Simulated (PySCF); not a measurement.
Species: C₃H₅O₂ (doublet state).
Structure used (GFN2-xTB), in Å, numbered top down from 1:
```
atom  x, y, z in Å
C1    -1.601    0.358    0.268
C2    -0.286   -0.302    0.330
O3     0.813    0.447    0.138
C4     2.029   -0.110    0.187
O5     2.264   -1.273    0.398
H6    -1.472    1.417    0.060
H7    -2.225   -0.087   -0.510
H8    -2.141    0.241    1.211
H9    -0.154   -1.355    0.521
H10    2.782    0.669    0.005
```

The hyperfine couplings belong to this conformer and change with its torsions.

The species is `C[CH]OC=O` [radical].

Level of theory: PySCF, UKS B3LYP, pcH-1 on C H O, non-relativistic, mean-field spin-orbit, GIAO. Geometry: GFN2-xTB, one conformer, isolated molecule. Couplings are sensitive to structure, and on GFN2-xTB geometries they can be far from those on DFT ones. Stability of the SCF solution: not tested.

Task: The isotropic 13C couplings are +90.8, -33.3, +5.9 MHz. Assign them to C1; C2; C4.

Result: 
| site | a_iso (MHz) | ρ(0) (bohr⁻³) | position | distance from C2 (Å) | spin population | largest \|T\| (MHz) |
| --- | --- | --- | --- | --- | --- | --- |
| C1 | -33.3 | -0.0296 | 1 bond from C2 | 1.47 | -0.08 | 2.2 |
| C2 | +90.8 | +0.0808 | largest spin population | 0.00 | +0.92 | 159.3 |
| C4 | +5.9 | +0.0052 | 2 bonds from C2 | 2.33 | +0.06 | 10.7 |

Task: Match the computed a_iso(1H) values +72.2, -65.8, -9.7 MHz (means over equivalent nuclei) with the sites H6/H7/H8; H9; H10.

Result: 
| site | a_iso (MHz) | ρ(0) (bohr⁻³) | position | distance from C2 (Å) | bound to | spin population there | largest \|T\| (MHz) |
| --- | --- | --- | --- | --- | --- | --- | --- |
| H6/H7/H8 | +72.2 | +0.0161 | β, 2 bonds from C2 | 2.12 | C1 | -0.08 | 8.5 |
| H9 | -65.8 | -0.0147 | α, 1 bond from C2 | 1.08 | C2 | +0.92 | 36.6 |
| H10 | -9.7 | -0.0022 | γ, 3 bonds from C2 | 3.23 | C4 | +0.06 | 7.2 |

ρ(0) is the spin density at the nucleus and T the dipolar tensor; entries for several nuclei are means. The largest Mulliken spin populations are on C2 (+0.92), C1 (-0.08) and O5 (+0.07). C2 is the only atom above +0.15. The angles at C2 add up to 360.0°, so it is planar; its axial dipolar tensor and the negative coupling of its proton fit spin in a p orbital normal to that plane.

Class means assume fast exchange of nuclei equivalent by connectivity; if that motion is slow, each nucleus keeps its own coupling. The three 1H nuclei of mean +72.2 MHz run from 2.7 to 107.4 MHz in the frozen geometry.
